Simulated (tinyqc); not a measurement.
Inside a calculation. Method: UKS/PBE in the sto-3g basis, for BH, spin multiplicity 3. Computed by tinyqc, a small Python program that keeps every step (integrals from PySCF). Settings: charge = 0, multiplicity = 3, basis = sto-3g, energy threshold = 1e-10, iteration cap = 87, orthogonalisation = symmetric, start = core, DIIS depth = 0, method = UKS, functional = pbe,pbe, grid = [15, 86]. Command: `OMP_NUM_THREADS=1 python tinyqc.py 25035 25036 out.jsonl` (the two numbers bound the seeds that draw the settings). One thread of a shared host (Intel(R) Xeon(R) Processor @ 2.60GHz), about 7 s of CPU time with the checks.

Geometry (angstrom):
```
atom,x,y,z
B,0.000000,0.000000,0.000000
H,0.000000,0.000000,1.873000
```

Stop when the energy changes by less than 1e-10 hartree and every element of the error matrix X^T (F D S - S D F) X (for each spin) is below 3e-06.

Course of the cycle:
```
iteration,E (hartree),change,largest element of the error matrix
1,-24.19691180,-,1.56e-01
2,-24.45389438,-2.57e-01,2.03e-01
3,-24.21093353,2.43e-01,1.64e-01
4,-24.36862312,-1.58e-01,1.79e-01
5,-24.11391059,2.55e-01,1.72e-01
6,-24.30704551,-1.93e-01,1.67e-01
7,-24.07003227,2.37e-01,1.93e-01
8,-24.28893590,-2.19e-01,1.74e-01
9,-24.06048272,2.28e-01,1.97e-01
10,-24.28595674,-2.25e-01,1.75e-01
11,-24.05865981,2.27e-01,1.98e-01
12,-24.28545278,-2.27e-01,1.75e-01
13,-24.05856109,2.27e-01,1.98e-01
14,-24.28535219,-2.27e-01,1.75e-01
...,...,...,...
74,-24.28537342,-2.27e-01,1.75e-01
75,-24.05851319,2.27e-01,1.98e-01
76,-24.28537670,-2.27e-01,1.75e-01
77,-24.05860588,2.27e-01,1.98e-01
78,-24.28536728,-2.27e-01,1.75e-01
79,-24.05861446,2.27e-01,1.98e-01
80,-24.28536146,-2.27e-01,1.75e-01
81,-24.05850903,2.27e-01,1.98e-01
82,-24.28533674,-2.27e-01,1.75e-01
83,-24.05849460,2.27e-01,1.98e-01
84,-24.28533261,-2.27e-01,1.75e-01
85,-24.05849132,2.27e-01,1.98e-01
86,-24.28534656,-2.27e-01,1.75e-01
87,-24.05864000,2.27e-01,1.98e-01
```

Can the last value be used, and what does the course show?

Not by the stop rule. Not converged within the cap of 87 iterations: the residual has stopped falling: the iteration swings between two states. Reruns (cap 100 unless said): DIIS 8: converged in 14; damping 0.5: not converged; level shift 0.5: not converged; atomic densities as start, DIIS 8: converged in 13; the original settings with a cap of 400: not converged. PySCF UKS in the same basis, fine grid, after a stability check = -24.73791418 hartree, which differs from a converged run on this coarse grid by the grid error.
